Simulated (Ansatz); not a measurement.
Born–Oppenheimer molecular dynamics of H$_{6}$OSi (8 atoms, charge 0, multiplicity 1). It starts at the highest image of a converged band. Of that band: Neighbouring images differ by up to 1.6 eV, so the band resolves the path poorly. A vibrational analysis at the climbing image gives one clearly imaginary mode, 1301i cm⁻¹: a first-order saddle point.

These are results of RKS r2SCANh-D4/6-31G* in Ansatz 0.2.0, not measurements.

```
ensemble                      : NVE (velocity Verlet)
time step                     : 0.5 fs
steps asked                   : 200
starting velocities drawn for : 300 K
seed                          : 3016
```

First frame:

```xyz
8
Properties=species:S:1:pos:R:3
Si -0.231 0.068 -0.134
H -0.170 0.687 1.515
H 1.029 -0.664 0.164
H -0.049 1.439 -0.668
H -0.765 -0.698 -1.317
O -1.835 -0.328 0.774
H -2.067 -1.270 0.854
H -1.174 0.136 1.576
```

**Question.** How far do the bonds stretch over the last three quarters of this one trajectory? (Pairs bonded in most of those frames.)

**Answer.** 
```csv
bond,mean (Å),spread (Å),shortest,longest
Si1–H3,1.494,0.017,1.47,1.52
Si1–H4,1.488,0.017,1.46,1.52
Si1–H5,1.502,0.056,1.42,1.59
Si1–O6,1.677,0.090,1.53,1.82
H2–H8,0.749,0.050,0.67,0.82
O6–H7,0.966,0.013,0.94,0.99
```

Mean temperature of the second half: 2623 K. The conserved energy stayed within 0.41 meV per atom of its start (net change -0.12 meV per atom), so the integration is sound. The kinetic energy rose, since the run started high on the potential surface and went downhill. It ends in pieces (H2 + H4OSi), so much of that is their flight and rotation, not heat. A run of 0.1 ps of so small a system gives no equilibrium averages. The orbitals stay closed-shell, which can raise the energy where a bond breaks towards radicals; this wasn't checked here.

Time of the run: 2.9 min on 1 thread of Intel(R) Xeon(R) 6975P-C (Granite Rapids), on a shared host, peak memory 0.12 GiB.
